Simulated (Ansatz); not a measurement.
Complex (SMILES): Cl (HCl) with Cl (HCl), atoms 1 to 2 the first; geometry from NCB31 set, monomers rigid:
```xyz
4

Cl     1.8608    -0.0654    -0.0001
H      1.7539     1.2110     0.0003
Cl    -1.9253     0.0056    -0.0001
H     -0.6584    -0.1937     0.0025
```

Interaction energy at CCSD(T) with Ansatz (a first-principles code), kcal/mol, without and with the counterpoise correction (monomers among the partner's ghost functions). Cartesian d functions, on some or all atoms, in 6-31+G*; all else is spherical. Cores are frozen. No added dispersion term, no relativity. Reference, counterpoise-corrected: Hartree-Fock in aug-cc-pV(Q+d)Z plus the correlation part extrapolated as X^-3 from aug-cc-pV(T+d)Z and aug-cc-pV(Q+d)Z, -1.99.

| basis | functions | uncorrected | counterpoise | counterpoise correction | mean of both |
|---|---|---|---|---|---|
| STO-3G | 20 | -1.06 | 0.02 | 1.07 | -0.52 |
| def2-SV(P) | 40 | -2.80 | -0.95 | 1.84 | -1.88 |
| 6-31+G* | 50 | -1.59 | -0.52 | 1.06 | -1.05 |
| 6-311++G(2d,2p) | 90 | -1.91 | -1.18 | 0.73 | -1.55 |
| def2-TZVPP | 112 | -1.80 | -1.35 | 0.46 | -1.57 |
| def2-TZVPPD | 136 | -1.92 | -1.49 | 0.43 | -1.70 |
| cc-pV(Q+d)Z | 188 | -1.85 | -1.71 | 0.14 | -1.78 |
| cc-pV(5+d)Z | 310 | -1.92 | -1.84 | 0.08 | -1.88 |

The corrected value lies nearer the reference in 0 of 8 rows.
